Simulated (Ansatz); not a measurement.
A nudged elastic band was laid between two geometries of C₂H₅S (8 atoms, charge 0, multiplicity 2).

These are results of Ansatz, UKS BLYP-D4/def2-SVP, not measurements.

```
movable images  : 5
climbing image  : yes
spring          : 5.0 eV/Å²
optimiser       : quadratic models (default)
start path      : through a guess of the saddle point
force threshold : 0.03 eV/Å
iteration limit : 60
end points      : relaxed
```

Initial state:

```xyz
8
Properties=species:S:1:pos:R:3
C -0.511 0.350 -0.890
C 0.631 0.160 0.017
S 0.034 -0.312 1.786
H -1.124 1.261 -0.824
H -0.915 -0.499 -1.463
H 1.196 1.092 0.213
H 1.337 -0.627 -0.307
H -0.556 -1.483 1.411
```

Final state:

```xyz
8
Properties=species:S:1:pos:R:3
C -0.511 0.350 -0.889
C 0.632 0.161 0.018
S 0.039 -0.317 1.785
H -0.907 -0.496 -1.471
H -1.132 1.254 -0.814
H 1.192 1.095 0.219
H 1.342 -0.621 -0.312
H -0.563 -1.483 1.408
```

Task: Which bonds break or form, and what moves?

Result: No bond is made or broken. The dihedral H4–C1–C2–S3 goes from 75 to -90°. The two ends are copies of one structure, up to a mirror image or an exchange of like atoms.

Task: What energy profile does the band end with?

Result: The forces met the threshold. The highest image is number 3 of 0 to 6, 14.1 kJ/mol above the ends, which have the same energy within 2 meV. A vibrational analysis at the climbing image gives one clearly imaginary mode, 207i cm⁻¹: a first-order saddle point.

| image | path coordinate (Å) | energy (kJ/mol) | dihedral H4–C1–C2–S3 (°) |
| --- | --- | --- | --- |
| 0 | 0.00 | 0.0 | 75 |
| 1 | 0.61 | 4.1 | 103 |
| 2 | 1.21 | 11.3 | 138 |
| 3 | 1.82 | 14.1 | 167 |
| 4 | 2.51 | 10.2 | -165 |
| 5 | 3.21 | 4.1 | -128 |
| 6 | 3.90 | 0.0 | -90 |

Task: What is the geometry of the highest image?

Result: 
```xyz
8
Properties=species:S:1:pos:R:3
C -0.589 0.391 -0.844
C 0.525 0.210 0.132
S 0.043 -0.554 1.758
H -0.438 1.019 -1.737
H -1.544 -0.142 -0.728
H 0.981 1.188 0.410
H 1.368 -0.382 -0.298
H -0.253 -1.787 1.251
```

Task: What are the harmonic wavenumbers there?

Result: 207i, 216, 327, 425, 606, 723, 883, 983, 1069, 1114, 1238, 1374, 1384, 2565, 2888, 2942, 3055, 3174 cm⁻¹.

The band took 12 iterations and roughly 5 core-minutes.

Run time: 4.6 min on 1 thread of Arm Neoverse N1, with other jobs on the host, peak memory 0.15 GiB.
